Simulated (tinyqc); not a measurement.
Worked calculation (part 2 of 3): UHF in the sto-6g basis, for CH2, spin multiplicity 3. Computed by tinyqc, a small Python program that keeps every step (integrals from PySCF). Command: `OMP_NUM_THREADS=1 python tinyqc.py 20148 20149 out.jsonl` (the two numbers bound the seeds that draw the settings). One thread of a shared host (Intel(R) Xeon(R) Processor @ 2.60GHz), about 0.3 s of CPU time with the checks.

Geometry (angstrom):
```
atom         x          y         z
C     0.000000   0.000000  0.000000
H     0.000000   1.006000  0.501000
H     0.000000  -1.006000  0.501000
```

## Iteration 2: building the Fock matrix

D(alpha) after iteration 1, order 1C 1s, 1C 2s, 1C 2px, 1C 2py, 1C 2pz, 2H 1s, 3H 1s:
$$\begin{pmatrix}
1.043832 & -0.162438 & 0.000000 & 0.000000 & 0.062828 & -0.052114 & -0.052114 \\
-0.162438 & 0.655594 & 0.000000 & 0.000000 & -0.312890 & 0.125171 & 0.125171 \\
0.000000 & 0.000000 & 1.000000 & 0.000000 & 0.000000 & 0.000000 & 0.000000 \\
0.000000 & 0.000000 & 0.000000 & 0.331575 & 0.000000 & 0.232868 & -0.232868 \\
0.062828 & -0.312890 & 0.000000 & 0.000000 & 0.792974 & 0.164704 & 0.164704 \\
-0.052114 & 0.125171 & 0.000000 & 0.232868 & 0.164704 & 0.265963 & -0.061127 \\
-0.052114 & 0.125171 & 0.000000 & -0.232868 & 0.164704 & -0.061127 & 0.265963
\end{pmatrix}$$

D(beta) after iteration 1, order 1C 1s, 1C 2s, 1C 2px, 1C 2py, 1C 2pz, 2H 1s, 3H 1s:
$$\begin{pmatrix}
1.026233 & -0.082976 & 0.000000 & 0.000000 & -0.031164 & -0.070483 & -0.070483 \\
-0.082976 & 0.300568 & 0.000000 & 0.000000 & 0.097646 & 0.194111 & 0.194111 \\
0.000000 & 0.000000 & 0.000000 & 0.000000 & 0.000000 & 0.000000 & 0.000000 \\
0.000000 & 0.000000 & 0.000000 & 0.285781 & 0.000000 & 0.232767 & -0.232767 \\
-0.031164 & 0.097646 & 0.000000 & 0.000000 & 0.031740 & 0.063132 & 0.063132 \\
-0.070483 & 0.194111 & 0.000000 & 0.232767 & 0.063132 & 0.315232 & -0.063944 \\
-0.070483 & 0.194111 & 0.000000 & -0.232767 & 0.063132 & -0.063944 & 0.315232
\end{pmatrix}$$

core Hamiltonian H = T + V (hartree), order 1C 1s, 1C 2s, 1C 2px, 1C 2py, 1C 2pz, 2H 1s, 3H 1s:
$$\begin{pmatrix}
-18.881044 & -4.340266 & 0.000000 & 0.000000 & -0.014991 & -1.074969 & -1.074969 \\
-4.340266 & -5.586693 & 0.000000 & 0.000000 & -0.147530 & -2.338457 & -2.338457 \\
0.000000 & 0.000000 & -4.519604 & 0.000000 & 0.000000 & 0.000000 & 0.000000 \\
0.000000 & 0.000000 & 0.000000 & -4.712007 & 0.000000 & -1.738679 & 1.738679 \\
-0.014991 & -0.147530 & 0.000000 & 0.000000 & -4.567323 & -0.897640 & -0.897640 \\
-1.074969 & -2.338457 & 0.000000 & -1.738679 & -0.897640 & -3.506139 & -0.575794 \\
-1.074969 & -2.338457 & 0.000000 & 1.738679 & -0.897640 & -0.575794 & -3.506139
\end{pmatrix}$$

nuclear repulsion = 5.91334743 hartree

Given earlier and not repeated: Two-electron integrals (ij|kl) in chemists' order.

J_ij = sum D_kl (ij|kl) with D = D(alpha) + D(beta), K_ij = sum D_kl (ik|jl) for each spin; F = H + J - K(s); E = tr D H + tr D J / 2 - 0.5 sum_s tr D(s) K(s) + E_nn.

Coulomb J (hartree), order 1C 1s, 1C 2s, 1C 2px, 1C 2py, 1C 2pz, 2H 1s, 3H 1s:
$$\begin{pmatrix}
11.381338 & 2.067859 & 0.000000 & 0.000000 & 0.011518 & 0.523200 & 0.523200 \\
2.067859 & 5.063343 & 0.000000 & 0.000000 & 0.109904 & 2.100260 & 2.100260 \\
0.000000 & 0.000000 & 5.018992 & 0.000000 & 0.000000 & 0.000000 & 0.000000 \\
0.000000 & 0.000000 & 0.000000 & 5.130725 & 0.000000 & 1.716408 & -1.716408 \\
0.011518 & 0.109904 & 0.000000 & 0.000000 & 5.040312 & 0.880274 & 0.880274 \\
0.523200 & 2.100260 & 0.000000 & 1.716408 & 0.880274 & 3.680884 & 0.493562 \\
0.523200 & 2.100260 & 0.000000 & -1.716408 & 0.880274 & 0.493562 & 3.680884
\end{pmatrix}$$

exchange K(alpha) (hartree), order 1C 1s, 1C 2s, 1C 2px, 1C 2py, 1C 2pz, 2H 1s, 3H 1s:
$$\begin{pmatrix}
3.626438 & 0.606164 & 0.000000 & 0.000000 & 0.001082 & 0.161170 & 0.161170 \\
0.606164 & 0.972385 & 0.000000 & 0.000000 & -0.055723 & 0.467312 & 0.467312 \\
0.000000 & 0.000000 & 0.854232 & 0.000000 & 0.000000 & 0.000000 & 0.000000 \\
0.000000 & 0.000000 & 0.000000 & 0.721790 & 0.000000 & 0.361487 & -0.361487 \\
0.001082 & -0.055723 & 0.000000 & 0.000000 & 0.811157 & 0.182992 & 0.182992 \\
0.161170 & 0.467312 & 0.000000 & 0.361487 & 0.182992 & 0.616140 & 0.110419 \\
0.161170 & 0.467312 & 0.000000 & -0.361487 & 0.182992 & 0.110419 & 0.616140
\end{pmatrix}$$

exchange K(beta) (hartree), order 1C 1s, 1C 2s, 1C 2px, 1C 2py, 1C 2pz, 2H 1s, 3H 1s:
$$\begin{pmatrix}
3.571277 & 0.549480 & 0.000000 & 0.000000 & 0.002645 & 0.145911 & 0.145911 \\
0.549480 & 0.599951 & 0.000000 & 0.000000 & 0.196408 & 0.395946 & 0.395946 \\
0.000000 & 0.000000 & 0.118047 & 0.000000 & 0.000000 & 0.000000 & 0.000000 \\
0.000000 & 0.000000 & 0.000000 & 0.612475 & 0.000000 & 0.348176 & -0.348176 \\
0.002645 & 0.196408 & 0.000000 & 0.000000 & 0.189953 & 0.169761 & 0.169761 \\
0.145911 & 0.395946 & 0.000000 & 0.348176 & 0.169761 & 0.609466 & 0.091213 \\
0.145911 & 0.395946 & 0.000000 & -0.348176 & 0.169761 & 0.091213 & 0.609466
\end{pmatrix}$$

F(alpha) (hartree), order 1C 1s, 1C 2s, 1C 2px, 1C 2py, 1C 2pz, 2H 1s, 3H 1s:
$$\begin{pmatrix}
-11.126144 & -2.878571 & 0.000000 & 0.000000 & -0.004555 & -0.712939 & -0.712939 \\
-2.878571 & -1.495735 & 0.000000 & 0.000000 & 0.018097 & -0.705509 & -0.705509 \\
0.000000 & 0.000000 & -0.354843 & 0.000000 & 0.000000 & 0.000000 & 0.000000 \\
0.000000 & 0.000000 & 0.000000 & -0.303072 & 0.000000 & -0.383758 & 0.383758 \\
-0.004555 & 0.018097 & 0.000000 & 0.000000 & -0.338168 & -0.200358 & -0.200358 \\
-0.712939 & -0.705509 & 0.000000 & -0.383758 & -0.200358 & -0.441395 & -0.192651 \\
-0.712939 & -0.705509 & 0.000000 & 0.383758 & -0.200358 & -0.192651 & -0.441395
\end{pmatrix}$$

F(beta) (hartree), order 1C 1s, 1C 2s, 1C 2px, 1C 2py, 1C 2pz, 2H 1s, 3H 1s:
$$\begin{pmatrix}
-11.070982 & -2.821887 & 0.000000 & 0.000000 & -0.006118 & -0.697680 & -0.697680 \\
-2.821887 & -1.123302 & 0.000000 & 0.000000 & -0.234035 & -0.634143 & -0.634143 \\
0.000000 & 0.000000 & 0.381342 & 0.000000 & 0.000000 & 0.000000 & 0.000000 \\
0.000000 & 0.000000 & 0.000000 & -0.193757 & 0.000000 & -0.370447 & 0.370447 \\
-0.006118 & -0.234035 & 0.000000 & 0.000000 & 0.283036 & -0.187126 & -0.187126 \\
-0.697680 & -0.634143 & 0.000000 & -0.370447 & -0.187126 & -0.434721 & -0.173446 \\
-0.697680 & -0.634143 & 0.000000 & 0.370447 & -0.187126 & -0.173446 & -0.434721
\end{pmatrix}$$

total energy of this density = -38.80597102 hartree

## Iteration 2: DIIS over 2 matrices

error matrix X^T (FDS - SDF) X (alpha):
$$\begin{pmatrix}
0.000000 & -0.010464 & 0.000000 & 0.000000 & -0.011070 & 0.013653 & 0.013653 \\
0.010464 & 0.000000 & 0.000000 & 0.000000 & 0.036049 & -0.033119 & -0.033119 \\
0.000000 & 0.000000 & 0.000000 & 0.000000 & 0.000000 & 0.000000 & 0.000000 \\
0.000000 & 0.000000 & 0.000000 & 0.000000 & 0.000000 & 0.005845 & -0.005845 \\
0.011070 & -0.036049 & 0.000000 & 0.000000 & 0.000000 & 0.011997 & 0.011997 \\
-0.013653 & 0.033119 & 0.000000 & -0.005845 & -0.011997 & 0.000000 & 0.000000 \\
-0.013653 & 0.033119 & 0.000000 & 0.005845 & -0.011997 & 0.000000 & 0.000000
\end{pmatrix}$$

B (overlaps of the stored error matrices):
$$\begin{pmatrix}
4.1005680e-01 & 5.4272680e-02 \\
5.4272680e-02 & 1.3393195e-02
\end{pmatrix}$$

Minimise |sum c_i e_i|^2 with sum c_i = 1: solve [B -1; -1 0][c; lambda] = [0; -1] with B_ij = tr e_i^T e_j summed over both spins, and take F = sum c_i F_i.

DIIS coefficients: [-0.129815, 1.129815]

extrapolated F(alpha) (hartree), order 1C 1s, 1C 2s, 1C 2px, 1C 2py, 1C 2pz, 2H 1s, 3H 1s:
$$\begin{pmatrix}
-11.148278 & -2.881785 & 0.000000 & 0.000000 & -0.004480 & -0.714065 & -0.714065 \\
-2.881785 & -1.507980 & 0.000000 & 0.000000 & 0.021220 & -0.707845 & -0.707845 \\
0.000000 & 0.000000 & -0.366620 & 0.000000 & 0.000000 & 0.000000 & 0.000000 \\
0.000000 & 0.000000 & 0.000000 & -0.305610 & 0.000000 & -0.385202 & 0.385202 \\
-0.004480 & 0.021220 & 0.000000 & 0.000000 & -0.345099 & -0.202688 & -0.202688 \\
-0.714065 & -0.707845 & 0.000000 & -0.385202 & -0.202688 & -0.444273 & -0.191802 \\
-0.714065 & -0.707845 & 0.000000 & 0.385202 & -0.202688 & -0.191802 & -0.444273
\end{pmatrix}$$

extrapolated F(beta) (hartree), order 1C 1s, 1C 2s, 1C 2px, 1C 2py, 1C 2pz, 2H 1s, 3H 1s:
$$\begin{pmatrix}
-11.092706 & -2.824933 & 0.000000 & 0.000000 & -0.007048 & -0.698810 & -0.698810 \\
-2.824933 & -1.130440 & 0.000000 & 0.000000 & -0.231590 & -0.637129 & -0.637129 \\
0.000000 & 0.000000 & 0.371408 & 0.000000 & 0.000000 & 0.000000 & 0.000000 \\
0.000000 & 0.000000 & 0.000000 & -0.193214 & 0.000000 & -0.372345 & 0.372345 \\
-0.007048 & -0.231590 & 0.000000 & 0.000000 & 0.274302 & -0.187141 & -0.187141 \\
-0.698810 & -0.637129 & 0.000000 & -0.372345 & -0.187141 & -0.440774 & -0.172753 \\
-0.698810 & -0.637129 & 0.000000 & 0.372345 & -0.187141 & -0.172753 & -0.440774
\end{pmatrix}$$

## Iteration 2: diagonalisation and new density

X, order 1C 1s, 1C 2s, 1C 2px, 1C 2py, 1C 2pz, 2H 1s, 3H 1s:
$$\begin{pmatrix}
1.025493 & -0.147963 & 0.000000 & 0.000000 & -0.009079 & 0.022615 & 0.022615 \\
-0.147963 & 1.274762 & 0.000000 & 0.000000 & 0.106074 & -0.328685 & -0.328685 \\
0.000000 & 0.000000 & 1.000000 & 0.000000 & 0.000000 & 0.000000 & 0.000000 \\
0.000000 & 0.000000 & 0.000000 & 1.193752 & 0.000000 & -0.299741 & 0.299741 \\
-0.009079 & 0.106074 & 0.000000 & 0.000000 & 1.044730 & -0.139045 & -0.139045 \\
0.022615 & -0.328685 & 0.000000 & -0.299741 & -0.139045 & 1.244167 & -0.036049 \\
0.022615 & -0.328685 & 0.000000 & 0.299741 & -0.139045 & -0.036049 & 1.244167
\end{pmatrix}$$

Diagonalise F' = X^T F X, C = X C', fill 5 alpha and 3 beta electrons from the bottom; D(s) = C_occ C_occ^T. Each column has its largest component positive (the first on a tie).

F' = X^T F X (alpha) (hartree):
$$\begin{pmatrix}
-10.939553 & -1.471291 & 0.000000 & 0.000000 & -0.029396 & -0.112411 & -0.112411 \\
-1.471291 & -0.667198 & 0.000000 & 0.000000 & 0.204336 & -0.450333 & -0.450333 \\
0.000000 & 0.000000 & -0.366620 & 0.000000 & 0.000000 & 0.000000 & 0.000000 \\
0.000000 & 0.000000 & 0.000000 & 0.070453 & 0.000000 & -0.451672 & 0.451672 \\
-0.029396 & 0.204336 & 0.000000 & 0.000000 & -0.252876 & -0.218128 & -0.218128 \\
-0.112411 & -0.450333 & 0.000000 & -0.451672 & -0.218128 & 0.057845 & -0.064712 \\
-0.112411 & -0.450333 & 0.000000 & 0.451672 & -0.218128 & -0.064712 & 0.057845
\end{pmatrix}$$

orbital energies (alpha) (hartree): MO1 -11.151580, MO2 -0.881384, MO3 -0.542786, MO4 -0.417379, MO5 -0.366620, MO6 0.583848, MO7 0.735797

coefficients C (alpha), order 1C 1s, 1C 2s, 1C 2px, 1C 2py, 1C 2pz, 2H 1s, 3H 1s:
$$\begin{pmatrix}
0.995056 & -0.232730 & 0.000000 & 0.063924 & 0.000000 & -0.162017 & 0.000000 \\
0.022085 & 0.788212 & 0.000000 & -0.362759 & 0.000000 & 1.058712 & 0.000000 \\
0.000000 & 0.000000 & 0.000000 & 0.000000 & 1.000000 & 0.000000 & 0.000000 \\
0.000000 & 0.000000 & 0.567568 & 0.000000 & 0.000000 & 0.000000 & 1.132519 \\
0.002231 & -0.013948 & 0.000000 & 0.865120 & 0.000000 & 0.626761 & 0.000000 \\
-0.004878 & 0.216955 & 0.410705 & 0.231259 & 0.000000 & -0.870103 & -0.860605 \\
-0.004878 & 0.216955 & -0.410705 & 0.231259 & 0.000000 & -0.870103 & 0.860605
\end{pmatrix}$$

F' = X^T F X (beta) (hartree):
$$\begin{pmatrix}
-10.890200 & -1.468952 & 0.000000 & 0.000000 & 0.000644 & -0.111351 & -0.111351 \\
-1.468952 & -0.248087 & 0.000000 & 0.000000 & -0.054938 & -0.444179 & -0.444179 \\
0.000000 & 0.000000 & 0.371408 & 0.000000 & 0.000000 & 0.000000 & 0.000000 \\
0.000000 & 0.000000 & 0.000000 & 0.209426 & 0.000000 & -0.463963 & 0.463963 \\
0.000644 & -0.054938 & 0.000000 & 0.000000 & 0.359077 & -0.198797 & -0.198797 \\
-0.111351 & -0.444179 & 0.000000 & -0.463963 & -0.198797 & 0.030091 & -0.067443 \\
-0.111351 & -0.444179 & 0.000000 & 0.463963 & -0.198797 & -0.067443 & 0.030091
\end{pmatrix}$$

orbital energies (beta) (hartree): MO1 -11.094496, MO2 -0.695720, MO3 -0.505044, MO4 0.312191, MO5 0.371408, MO6 0.661463, MO7 0.812004

coefficients C (beta), order 1C 1s, 1C 2s, 1C 2px, 1C 2py, 1C 2pz, 2H 1s, 3H 1s:
$$\begin{pmatrix}
0.996450 & -0.187441 & 0.000000 & 0.142427 & 0.000000 & -0.162184 & 0.000000 \\
0.016039 & 0.560299 & 0.000000 & -0.690395 & 0.000000 & 1.040863 & 0.000000 \\
0.000000 & 0.000000 & 0.000000 & 0.000000 & 1.000000 & 0.000000 & 0.000000 \\
0.000000 & 0.000000 & 0.495243 & 0.000000 & 0.000000 & 0.000000 & 1.165962 \\
0.002260 & 0.165476 & 0.000000 & 0.755260 & 0.000000 & 0.737331 & 0.000000 \\
-0.003619 & 0.349687 & 0.463999 & 0.259980 & 0.000000 & -0.817172 & -0.833082 \\
-0.003619 & 0.349687 & -0.463999 & 0.259980 & 0.000000 & -0.817172 & 0.833082
\end{pmatrix}$$

D(alpha) after iteration 2, order 1C 1s, 1C 2s, 1C 2px, 1C 2py, 1C 2pz, 2H 1s, 3H 1s:
$$\begin{pmatrix}
1.048385 & -0.184653 & 0.000000 & 0.000000 & 0.060767 & -0.040563 & -0.040563 \\
-0.184653 & 0.753361 & 0.000000 & 0.000000 & -0.324775 & 0.087007 & 0.087007 \\
0.000000 & 0.000000 & 1.000000 & 0.000000 & 0.000000 & 0.000000 & 0.000000 \\
0.000000 & 0.000000 & 0.000000 & 0.322133 & 0.000000 & 0.233103 & -0.233103 \\
0.060767 & -0.324775 & 0.000000 & 0.000000 & 0.748632 & 0.197030 & 0.197030 \\
-0.040563 & 0.087007 & 0.000000 & 0.233103 & 0.197030 & 0.269252 & -0.068105 \\
-0.040563 & 0.087007 & 0.000000 & -0.233103 & 0.197030 & -0.068105 & 0.269252
\end{pmatrix}$$

D(beta) after iteration 2, order 1C 1s, 1C 2s, 1C 2px, 1C 2py, 1C 2pz, 2H 1s, 3H 1s:
$$\begin{pmatrix}
1.028046 & -0.089041 & 0.000000 & 0.000000 & -0.028765 & -0.069152 & -0.069152 \\
-0.089041 & 0.314192 & 0.000000 & 0.000000 & 0.092752 & 0.195871 & 0.195871 \\
0.000000 & 0.000000 & 0.000000 & 0.000000 & 0.000000 & 0.000000 & 0.000000 \\
0.000000 & 0.000000 & 0.000000 & 0.245266 & 0.000000 & 0.229792 & -0.229792 \\
-0.028765 & 0.092752 & 0.000000 & 0.000000 & 0.027387 & 0.057857 & 0.057857 \\
-0.069152 & 0.195871 & 0.000000 & 0.229792 & 0.057857 & 0.337588 & -0.093001 \\
-0.069152 & 0.195871 & 0.000000 & -0.229792 & 0.057857 & -0.093001 & 0.337588
\end{pmatrix}$$

## Iteration 8 (converged): orbitals

converged F(alpha) (hartree), order 1C 1s, 1C 2s, 1C 2px, 1C 2py, 1C 2pz, 2H 1s, 3H 1s:
$$\begin{pmatrix}
-11.137564 & -2.878509 & 0.000000 & 0.000000 & -0.004681 & -0.713449 & -0.713449 \\
-2.878509 & -1.519863 & 0.000000 & 0.000000 & 0.014643 & -0.704035 & -0.704035 \\
0.000000 & 0.000000 & -0.365927 & 0.000000 & 0.000000 & 0.000000 & 0.000000 \\
0.000000 & 0.000000 & 0.000000 & -0.312341 & 0.000000 & -0.382491 & 0.382491 \\
-0.004681 & 0.014643 & 0.000000 & 0.000000 & -0.330989 & -0.207764 & -0.207764 \\
-0.713449 & -0.704035 & 0.000000 & -0.382491 & -0.207764 & -0.432093 & -0.190242 \\
-0.713449 & -0.704035 & 0.000000 & 0.382491 & -0.207764 & -0.190242 & -0.432093
\end{pmatrix}$$

converged F(beta) (hartree), order 1C 1s, 1C 2s, 1C 2px, 1C 2py, 1C 2pz, 2H 1s, 3H 1s:
$$\begin{pmatrix}
-11.077825 & -2.821292 & 0.000000 & 0.000000 & -0.007222 & -0.697508 & -0.697508 \\
-2.821292 & -1.129985 & 0.000000 & 0.000000 & -0.225868 & -0.636727 & -0.636727 \\
0.000000 & 0.000000 & 0.377792 & 0.000000 & 0.000000 & 0.000000 & 0.000000 \\
0.000000 & 0.000000 & 0.000000 & -0.172910 & 0.000000 & -0.369160 & 0.369160 \\
-0.007222 & -0.225868 & 0.000000 & 0.000000 & 0.282910 & -0.182484 & -0.182484 \\
-0.697508 & -0.636727 & 0.000000 & -0.369160 & -0.182484 & -0.445463 & -0.169878 \\
-0.697508 & -0.636727 & 0.000000 & 0.369160 & -0.182484 & -0.169878 & -0.445463
\end{pmatrix}$$

As before.

F' = X^T F X (alpha) (hartree):
$$\begin{pmatrix}
-10.929528 & -1.466265 & 0.000000 & 0.000000 & -0.028614 & -0.113475 & -0.113475 \\
-1.466265 & -0.691713 & 0.000000 & 0.000000 & 0.198719 & -0.443952 & -0.443952 \\
0.000000 & 0.000000 & -0.365927 & 0.000000 & 0.000000 & 0.000000 & 0.000000 \\
0.000000 & 0.000000 & 0.000000 & 0.058888 & 0.000000 & -0.448707 & 0.448707 \\
-0.028614 & 0.198719 & 0.000000 & 0.000000 & -0.235810 & -0.225482 & -0.225482 \\
-0.113475 & -0.443952 & 0.000000 & -0.448707 & -0.225482 & 0.070947 & -0.063643 \\
-0.113475 & -0.443952 & 0.000000 & 0.448707 & -0.225482 & -0.063643 & 0.070947
\end{pmatrix}$$

orbital energies (alpha) (hartree): MO1 -11.140847, MO2 -0.885796, MO3 -0.538956, MO4 -0.408383, MO5 -0.365927, MO6 0.585280, MO7 0.732435

coefficients C (alpha), order 1C 1s, 1C 2s, 1C 2px, 1C 2py, 1C 2pz, 2H 1s, 3H 1s:
$$\begin{pmatrix}
0.995062 & -0.235257 & 0.000000 & 0.066182 & 0.000000 & -0.157357 & 0.000000 \\
0.022054 & 0.804945 & 0.000000 & -0.377084 & 0.000000 & 1.040969 & 0.000000 \\
0.000000 & 0.000000 & 0.000000 & 0.000000 & 1.000000 & 0.000000 & 0.000000 \\
0.000000 & 0.000000 & 0.578196 & 0.000000 & 0.000000 & 0.000000 & 1.127130 \\
0.002250 & -0.002818 & 0.000000 & 0.856965 & 0.000000 & 0.638012 & 0.000000 \\
-0.004863 & 0.203016 & 0.402591 & 0.242290 & 0.000000 & -0.870466 & -0.864431 \\
-0.004863 & 0.203016 & -0.402591 & 0.242290 & 0.000000 & -0.870466 & 0.864431
\end{pmatrix}$$

F' = X^T F X (beta) (hartree):
$$\begin{pmatrix}
-10.875517 & -1.467387 & 0.000000 & 0.000000 & -0.000369 & -0.110645 & -0.110645 \\
-1.467387 & -0.248206 & 0.000000 & 0.000000 & -0.049900 & -0.443286 & -0.443286 \\
0.000000 & 0.000000 & 0.377792 & 0.000000 & 0.000000 & 0.000000 & 0.000000 \\
0.000000 & 0.000000 & 0.000000 & 0.232441 & 0.000000 & -0.462885 & 0.462885 \\
-0.000369 & -0.049900 & 0.000000 & 0.000000 & 0.366951 & -0.195672 & -0.195672 \\
-0.110645 & -0.443286 & 0.000000 & -0.462885 & -0.195672 & 0.020829 & -0.063067 \\
-0.110645 & -0.443286 & 0.000000 & 0.462885 & -0.195672 & -0.063067 & 0.020829
\end{pmatrix}$$

orbital energies (beta) (hartree): MO1 -11.079624, MO2 -0.693965, MO3 -0.500649, MO4 0.314206, MO5 0.377792, MO6 0.660372, MO7 0.816986

coefficients C (beta), order 1C 1s, 1C 2s, 1C 2px, 1C 2py, 1C 2pz, 2H 1s, 3H 1s:
$$\begin{pmatrix}
0.996438 & -0.187424 & 0.000000 & 0.143187 & 0.000000 & -0.161603 & 0.000000 \\
0.016118 & 0.559095 & 0.000000 & -0.698625 & 0.000000 & 1.036006 & 0.000000 \\
0.000000 & 0.000000 & 0.000000 & 0.000000 & 1.000000 & 0.000000 & 0.000000 \\
0.000000 & 0.000000 & 0.478921 & 0.000000 & 0.000000 & 0.000000 & 1.172761 \\
0.002296 & 0.157852 & 0.000000 & 0.748090 & 0.000000 & 0.746258 & 0.000000 \\
-0.003689 & 0.352147 & 0.475581 & 0.270722 & 0.000000 & -0.812614 & -0.826524 \\
-0.003689 & 0.352147 & -0.475581 & 0.270722 & 0.000000 & -0.812614 & 0.826524
\end{pmatrix}$$

D(alpha) after iteration 8, order 1C 1s, 1C 2s, 1C 2px, 1C 2py, 1C 2pz, 2H 1s, 3H 1s:
$$\begin{pmatrix}
1.049874 & -0.192380 & 0.000000 & 0.000000 & 0.059617 & -0.036565 & -0.036565 \\
-0.192380 & 0.790616 & 0.000000 & 0.000000 & -0.325366 & 0.071946 & 0.071946 \\
0.000000 & 0.000000 & 1.000000 & 0.000000 & 0.000000 & 0.000000 & 0.000000 \\
0.000000 & 0.000000 & 0.000000 & 0.334311 & 0.000000 & 0.232776 & -0.232776 \\
0.059617 & -0.325366 & 0.000000 & 0.000000 & 0.734402 & 0.207051 & 0.207051 \\
-0.036565 & 0.071946 & 0.000000 & 0.232776 & 0.207051 & 0.262023 & -0.062136 \\
-0.036565 & 0.071946 & 0.000000 & -0.232776 & 0.207051 & -0.062136 & 0.262023
\end{pmatrix}$$

D(beta) after iteration 8, order 1C 1s, 1C 2s, 1C 2px, 1C 2py, 1C 2pz, 2H 1s, 3H 1s:
$$\begin{pmatrix}
1.028017 & -0.088727 & 0.000000 & 0.000000 & -0.027298 & -0.069676 & -0.069676 \\
-0.088727 & 0.312847 & 0.000000 & 0.000000 & 0.088291 & 0.196824 & 0.196824 \\
0.000000 & 0.000000 & 0.000000 & 0.000000 & 0.000000 & 0.000000 & 0.000000 \\
0.000000 & 0.000000 & 0.000000 & 0.229365 & 0.000000 & 0.227766 & -0.227766 \\
-0.027298 & 0.088291 & 0.000000 & 0.000000 & 0.024923 & 0.055579 & 0.055579 \\
-0.069676 & 0.196824 & 0.000000 & 0.227766 & 0.055579 & 0.350199 & -0.102156 \\
-0.069676 & 0.196824 & 0.000000 & -0.227766 & 0.055579 & -0.102156 & 0.350199
\end{pmatrix}$$

## Convergence

Stop when the energy changes by less than 1e-08 hartree and every element of the error matrix X^T (F D S - S D F) X (for each spin) is below 3e-05.

Course of the cycle:
```
iteration   E (hartree)     change  largest element of the error matrix
1          -38.69576278          -                             1.89e-01
2          -38.80597102  -1.10e-01                             3.60e-02
3          -38.81268832  -6.72e-03                             1.01e-02
4          -38.81322980  -5.41e-04                             1.76e-03
5          -38.81324842  -1.86e-05                             4.96e-04
6          -38.81325224  -3.82e-06                             2.04e-04
7          -38.81325272  -4.74e-07                             1.80e-05
8          -38.81325272  -2.10e-09                             6.58e-06
```

PySCF UHF in the same basis, after a stability check = -38.81325272 hartree

Converged in 8 iterations.
